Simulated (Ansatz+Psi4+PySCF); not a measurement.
# doublet H₃S: levels of theory in one basis

```xyz
4

H     1.2596   -0.2229    0.0093
S     0.0064    0.2178   -0.0055
H    -0.4939   -1.1080    0.0004
H    -0.7621   -2.2256    0.0036
```

Basis set: cc-pVTZ on H; cc-pV(T+d)Z on S (spherical functions). Left uncorrelated: 5 orbitals. Correlation on ROHF uses semicanonical orbitals with singles. Charge 0, multiplicity 2.

Computed with Ansatz (development build ahead of 0.2.0) and Psi4 1.11; each method stands on the lowest determinant of its kind that the runs found.

| method | E − E(ROHF) (eV) | <S²> of the determinant |
| --- | --- | --- |
| ROHF | 0.00 | 0.75 |
| UHF | -0.15 | 0.78 |
| ROHF-MP2 | -5.55 | – |
| UHF-MP2 | -5.55 | 0.78 |
| ROHF-CCSD | -6.29 | – |
| UHF-CCSD | -6.30 | 0.78 |

Q: What does ROHF-CCSD(T) give on the same scale?

A: -6.54 eV.
